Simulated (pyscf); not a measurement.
Single points on ωB97X-D3(BJ)/def2-SVP structures (PySCF, gas phase).

Task: Estimate the classical barrier height and the reaction energy of H₂B–AsH₂ (SMILES B[AsH2]) + H₂O (SMILES O) -> HO–BH–AsH₂ (SMILES OB[AsH2]) + H₂ (SMILES [H][H]) at B3LYP-D3(BJ)/def2-TZVP. The step runs on the singlet surface, breaks B–H, H–O and forms B–O, H–H; take the separated reactants as zero.

Result: ΔE‡ = 52.7 kJ/mol, ΔE = -121.8 kJ/mol. ωB97M-D3(BJ)/def2-TZVP gives 48.1 kJ/mol and -120.5 kJ/mol. Zero-point energy shifts the barrier by +5.2 kJ/mol. It is a four-centre exchange, with an imaginary mode of 1387i cm⁻¹. On the reactant side the descent ends in an adduct with a B–O contact, 62.6 kJ/mol under the separated species and 113.3 kJ/mol under the saddle at ωB97X-D3(BJ)/def2-TZVP. What is counted as formed (B–O) is already present as a longer contact in the reactant adduct; forming that adduct is a step of its own. At the saddle there is also a short B–H contact that neither side keeps. One saddle was located; it need not be the lowest between these sides. Elements up to Kr have no core potential and no relativistic terms here.
